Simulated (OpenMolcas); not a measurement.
SiH4O (Si(OH)H3): methods side by side

SiH4O has 6 atoms, charge 0, and is taken as a singlet. As SMILES, `[H][Si]([H])([H])O`. Geometry: relaxed at GFN2-xTB.

```xyz
6

Si   -0.0599   -0.1150   -0.4079
O    -0.0595   -0.0919    1.2171
H     0.3273    0.6209    1.7173
H     1.3132   -0.1128   -0.9169
H    -0.7604    1.0584   -0.9332
H    -0.7606   -1.3597   -0.6764
```

Quantity: the energy change with the O2–H3 bond stretched from 0.953 to 1.191 Å, in eV. The values are calculated.

| level | kind | program | value (eV) | less FCI/STO-3G | CPU time (all runs) |
| --- | --- | --- | --- | --- | --- |
| HF/STO-3G (restricted) | Hartree–Fock | OpenMolcas | 1.02 | +0.51 | 2.9 s |
| SVWN5/STO-3G (restricted) | LDA | OpenMolcas | 0.50 | -0.01 | 8.2 s |
| PBE/STO-3G (restricted) | GGA | OpenMolcas | 0.43 | -0.08 | 8.8 s |
| B3LYP/STO-3G (restricted) | global hybrid | OpenMolcas | 0.54 | +0.03 | 8.7 s |
| B2PLYP/STO-3G (restricted) | double hybrid | OpenMolcas | 0.62 | +0.11 | 8.2 s |
| MP2/STO-3G (restricted) | perturbation theory | OpenMolcas | 0.68 | +0.17 | 3.1 s |
| CISD/STO-3G (restricted) | coupled cluster or CI | OpenMolcas | 0.57 | +0.06 | 3.3 s |
| FCI/STO-3G | exact in the basis | OpenMolcas | 0.51 | 0.00 | 99 s |

FCI/STO-3G is exact within its basis and frozen core, so for wave-function methods in that basis the difference is their error; functionals converge differently with the basis, so for them it is only a difference. The first shape isn't each level's own minimum. The values span 0.43 to 1.02 eV. All rows use very small basis sets, so even the best lies far from the true value. CPU times are rough (shared hosts, several kinds of processor): they show what a rung costs within a factor of a few.
